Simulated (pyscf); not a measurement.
Single points on ωB97X-D3(BJ)/def2-SVP structures (PySCF, gas phase).

Q: PBE/def2-TZVP puts the barrier of `[CH3][InH2]` + `[CH3]` [doublet] → `[CH2][InH2]` [doublet] + `[CH4]` (hydrogen abstraction; doublet surface; C–H broken, C–H formed) at 0.28 eV and the reaction energy at -0.27 eV, from the separated reactants. What do B3LYP-D3(BJ)/def2-TZVP, M06-2X/def2-TZVP, ωB97M-D3(BJ)/def2-TZVP give on the same structures?

A: B3LYP-D3(BJ): ΔE‡ = 0.43 eV, ΔE = -0.27 eV; M06-2X: ΔE‡ = 0.56 eV, ΔE = -0.28 eV; ωB97M-D3(BJ): ΔE‡ = 0.58 eV, ΔE = -0.26 eV. PBE's barrier lies under all of them, by 0.15 to 0.30 eV. Its reaction energy matches one of them and lies within 0.01 eV of the others. Low barriers are usual for a GGA, whose delocalisation error favours stretched bonds. On the reactant side the descent ends in a complex (not fully relaxed), 0.33 eV under the separated species and 0.86 eV under the saddle at ωB97X-D3(BJ)/def2-TZVP. •H₂C–InH₂ lies 1.36 eV over its isomer [H₃C–InH]• (electronic energy, ωB97M-D3(BJ)/def2-TZVP). This is the saddle that the search found; another between the same sides may lie lower. The angle at the transferred H is 175°. Elements past Kr carry the def2 core potentials, without spin-orbit coupling.
